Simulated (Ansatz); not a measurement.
C3H6, SMILES `C=CC` (charge 0, multiplicity 1).

These are r2SCAN/cc-pVTZ // PBE0-D3(BJ)/def2-TZVP (Ansatz, a quantum-chemistry and plane-wave program) values and carry that method's errors.

Ansatz 0.2 input:
```yaml
crystal:
  periodic: [false, false, false]
  atoms:
    - { symbol: C, position_ang: [1.383398, -0.029308, 0.064753] }
    - { symbol: C, position_ang: [0.144629, 0.128474, 0.509006] }
    - { symbol: C, position_ang: [-1.087195, -0.044985, -0.310599] }
    - { symbol: H, position_ang: [1.582715, -0.306025, -0.96635] }
    - { symbol: H, position_ang: [2.241726, 0.111331, 0.711361] }
    - { symbol: H, position_ang: [-0.007021, 0.406325, 1.550543] }
    - { symbol: H, position_ang: [-1.677401, 0.876663, -0.332211] }
    - { symbol: H, position_ang: [-0.8467, -0.322292, -1.338702] }
    - { symbol: H, position_ang: [-1.734154, -0.820181, 0.112199] }
basis:
  gaussian: { orbitals: cc-pVTZ }
hamiltonian:
  xc: r2scan
```

Output:

```
Functional definition: r2SCAN
852 factors; their error is unknown
mean field evaluation 1: about -3198.3232 eV, gradient 6.1e1 eV
mean field evaluation 2: about -3193.1670 eV, gradient 7.4e1 eV
mean field evaluation 4: about -3207.2576 eV, gradient 7.0e0 eV
mean field evaluation 8: about -3207.3648 eV, gradient 3.5e-1 eV
mean field evaluation 16: about -3207.3650 eV, gradient 6.5e-5 eV
mean field -3207.36498538 eV, -117.8684891827 hartree, gradient 6.5e-5 eV, S^2 0.000000; 0 other end points of the search recorded, 0 dependent functions left out
reference -3207.36499538 eV, -117.8684895501 hartree; 12, 12 occupied and 162, 162 virtual orbitals, 852 factors
Total energy: -3207.36499538 eV, -117.8684895501 hartree
```
